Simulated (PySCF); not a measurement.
```xyz
9

C     -1.1528     0.0017     0.1497
O      0.0354    -0.5818     0.5759
C      1.1559    -0.0767    -0.0748
H     -1.9788    -0.4548     0.7133
H     -1.3354    -0.1625    -0.9324
H     -1.1699     1.0964     0.3298
H      1.1154    -0.2456    -1.1707
H      1.2810     1.0132     0.0916
H      2.0424    -0.5915     0.3223
```

Charge 0, multiplicity 1.

Question: Give the Mulliken and meta-Löwdin atomic charges from PBE0-D4/def2-TZVP // PBE0-D4/def2-SVP (PySCF).

Answer: 
```json
[
 {"atom": "C1", "Mulliken (e)": "-0.20", "meta-Löwdin (e)": "-0.12"},
 {"atom": "O2", "Mulliken (e)": "-0.28", "meta-Löwdin (e)": "-0.37"},
 {"atom": "C3", "Mulliken (e)": "-0.20", "meta-Löwdin (e)": "-0.12"},
 {"atom": "H4", "Mulliken (e)": "0.13", "meta-Löwdin (e)": "0.13"},
 {"atom": "H5", "Mulliken (e)": "0.10", "meta-Löwdin (e)": "0.09"},
 {"atom": "H6", "Mulliken (e)": "0.10", "meta-Löwdin (e)": "0.09"},
 {"atom": "H7", "Mulliken (e)": "0.10", "meta-Löwdin (e)": "0.09"},
 {"atom": "H8", "Mulliken (e)": "0.10", "meta-Löwdin (e)": "0.09"},
 {"atom": "H9", "Mulliken (e)": "0.13", "meta-Löwdin (e)": "0.13"}
]
```
